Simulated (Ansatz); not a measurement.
`CC#CCF` and `CC#CC(F)F` differ in one atom or group.

Ansatz, PBE0-D4/def2-TZVP geometries, multiplicity 1. 

```json
{"property": "LUMO energy (PBE0/def2-TZVPP) / eV", "`CC#CCF`": "0.45"}
{"property": "LUMO energy (ωB97M-V/def2-TZVPP) / eV", "`CC#CCF`": "2.47"}
{"property": "LUMO energy (PBE/def2-TZVPP) / eV", "`CC#CCF`": "-0.59"}
{"property": "ideal-gas entropy at 298 K and 1 bar (rigid rotor, harmonic PBE0-D4/def2-TZVP) / J/(mol·K)", "`CC#CCF`": "333"}
{"property": "HOMO energy (ωB97M-V/def2-TZVPP) / eV", "`CC#CCF`": "-9.80"}
{"property": "HOMO–LUMO gap (B3LYP/def2-TZVPP) / eV", "`CC#CCF`": "7.53"}
```

Task: What does the change do to each property? (Estimate.)

Result: Computed: 
```
                                                                                  property  `CC#CC(F)F`  shift
                                                        LUMO energy (PBE0/def2-TZVPP) / eV         0.31  -0.14
                                                     LUMO energy (ωB97M-V/def2-TZVPP) / eV         2.44  -0.03
                                                         LUMO energy (PBE/def2-TZVPP) / eV        -0.73  -0.14
ideal-gas entropy at 298 K and 1 bar (rigid rotor, harmonic PBE0-D4/def2-TZVP) / J/(mol·K)          352     19
                                                     HOMO energy (ωB97M-V/def2-TZVPP) / eV       -10.45  -0.65
                                                     HOMO–LUMO gap (B3LYP/def2-TZVPP) / eV         8.03   0.50
```

With PBE0 the HOMO falls by 0.64 eV and the LUMO falls by 0.14 eV, so the gap widens by about 0.50 eV. PBE moves the HOMO by -0.62 eV and ωB97M-V by -0.65 eV. Modes under 60 cm⁻¹, often nearly free rotors, make the harmonic entropy too high.

B3LYP here is the variant with VWN-RPA as its local correlation; programs differ in this.
